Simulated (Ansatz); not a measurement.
Cost and result for the atomization energy of `C=C1CS1` (8 atoms, 8 bonds).

The species carries charge 0 and has multiplicity 1. All single points use the PBE0-D4/def2-TZVP geometry. Program: Ansatz. All runs use 2 threads of an Arm Neoverse V2 on a shared host. Times are those of one run each, without the atoms' runs, and a repeat can differ threefold. Electronic energies, without spin–orbit coupling; frozen cores. CCSD(T)/CBS adds CCSD(T) − MP2 in def2-TZVPP to the MP2 limit, and its time is that of the two runs behind it. T1 = 0.012. B3LYP takes the VWN-RPA correlation (the form of Gaussian; ORCA's B3LYP/G). HSE06 is the plane-wave form, built on full-range PBE exchange.

CCSD(T)/CBS is a level of theory with its own doubt, some kJ/mol a heavy atom from the limit and from the frozen cores, so smaller differences don't rank the functionals.

| level | functions | wall time | atomization (kcal/mol) | difference from CCSD(T)/CBS | per bond |
| --- | --- | --- | --- | --- | --- |
| LDA (SPW92)/def2-TZVPP | 191 | 1 s | 895.1 | 128.0 | 16.0 |
| revPBE-D4/def2-TZVPP | 191 | 1.6 s | 779.0 | 11.9 | 1.5 |
| BLYP-D4/def2-TZVPP | 191 | 1.6 s | 771.2 | 4.1 | 0.5 |
| CCSD(T)/def2-SVP | 80 | 1.8 s | 729.7 | -37.4 | -4.7 |
| PBE0-D4/def2-TZVPP | 191 | 2.2 s | 781.3 | 14.2 | 1.8 |
| BHLYP-D4/def2-TZVPP | 191 | 2.4 s | 742.0 | -25.1 | -3.1 |
| HSE06-D4/def2-TZVPP | 191 | 2.5 s | 782.0 | 14.9 | 1.9 |
| CAM-B3LYP-D4/def2-TZVPP | 191 | 2.6 s | 769.0 | 1.9 | 0.2 |
| B3LYP-D4/def2-TZVPP (with forces) | 191 | 3.6 s | 769.5 | 2.4 | 0.3 |
| B2PLYP/def2-TZVPP | 191 | 4.2 s | 761.9 | -5.2 | -0.7 |
| MP2/def2-QZVPP | 361 | 15 s | 776.9 | 9.8 | 1.2 |
| CCSD(T)/def2-TZVPP | 191 | 44 s | 746.9 | -20.2 | -2.5 |
| CCSD(T)/CBS(def2) | – | 59 s | 767.1 | 0.0 | 0.0 |

At CCSD(T), def2-SVP lies −37.4 kcal/mol from the extrapolated value and def2-TZVPP −20.2 kcal/mol: correlation converges slowly with the basis, and small sets miss more of it in the bonded molecule than in its fragments. In def2-TZVPP, CCSD(T) changes the Hartree–Fock value by +197.8 kcal/mol (the triples alone add +15.4 kcal/mol) and MP2 by +215.9 kcal/mol; breaking electron pairs costs correlation energy, which Hartree–Fock lacks. From r2SCAN to r2SCAN0 (25 % exact exchange), in def2-TZVPP and without D4, the atomization energy moves by −13.8 kcal/mol: exact exchange takes away binding that semilocal exchange gives to molecules.
